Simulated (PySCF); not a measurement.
Compound: C5H5O (charge +1).
Cartesian coordinates in Å at the PBE0-D3(BJ)/def2-SVP level; atoms count from 1:
```
atom  x, y, z in Å
C1     2.3154    0.1529    0.3267
C2     0.8976   -0.0968    0.2149
C3    -0.2903   -0.3249    0.1207
C4    -1.7149   -0.5836    0.0074
C5    -2.3472    0.7160    0.0412
O6    -2.7624    1.7528    0.0717
H7     2.5234    0.8416    1.1597
H8     2.7100    0.5882   -0.6036
H9     2.8472   -0.7917    0.5214
H10   -2.1498   -1.1792    0.8388
H11   -2.0269   -1.0699   -0.9421
```

Level of theory: core-valence-separated Tamm–Dancoff BHandHLYP/aug-pcX-1 (pcseg-1 on H) in PySCF, non-relativistic, gas phase, PBE0-D3(BJ)/def2-SVP geometry. Absolute energies from this functional tend to lie a few eV below measured edges; no shift was applied.

The lowest roots of each edge with f over 0.003 (five at most, numbered afresh; weaker and dark ones are left out), with transition dipoles (au) in the frame of the coordinates:

```csv
root,edge,E (eV),μx,μy,μz
1,C,283.01,-0.0255,-0.0387,-0.0041
2,C,283.12,-0.0197,0.0818,0.0035
3,C,284.08,-0.0071,-0.0062,0.1039
4,C,284.20,0.0054,0.0039,-0.0745
5,C,284.40,0.0335,-0.0786,-0.0018
6,O,531.68,-0.0051,-0.0039,0.0615
7,O,531.76,-0.0559,-0.0240,-0.0062
8,O,537.61,-0.0130,0.0239,0.0006
9,O,540.35,0.0136,-0.0162,0.0000
10,O,540.82,0.0055,-0.0240,-0.0012
```

**Question.** What are the oscillator strengths?

**Answer.** f = (2/3) ΔE |μ|², with ΔE in hartree (27.2114 eV):

```tsv
root	ΔE (Eh)	|μ|² (au)	f	core hole on
1	10.4005	0.002165	0.015	C3
2	10.4044	0.007092	0.049	C2
3	10.4398	0.010884	0.076	C2
4	10.4442	0.005595	0.039	C3
5	10.4514	0.007303	0.051	C3
6	19.5390	0.003823	0.050	O6
7	19.5417	0.003739	0.049	O6
8	19.7567	0.000741	0.010	O6
9	19.8573	0.000447	0.006	O6
10	19.8749	0.000608	0.008	O6
```

**Question.** Molecules are fixed in this frame and the field points along (1, 1, 0)/√2. What effective strengths 3 f cos²θ do the roots have (θ between field and μ)?

**Answer.** root 1 (C3): 0.043, root 2 (C2): 0.040, root 3 (C2): 0.002, root 4 (C3): 0.001, root 5 (C3): 0.021, root 6 (O6): 0.002, root 7 (O6): 0.125, root 8 (O6): 0.002, root 9 (O6): 0.000, root 10 (O6): 0.007. Root 7 is the strongest. Averaged over all orientations cos²θ is 1/3, which gives f back.

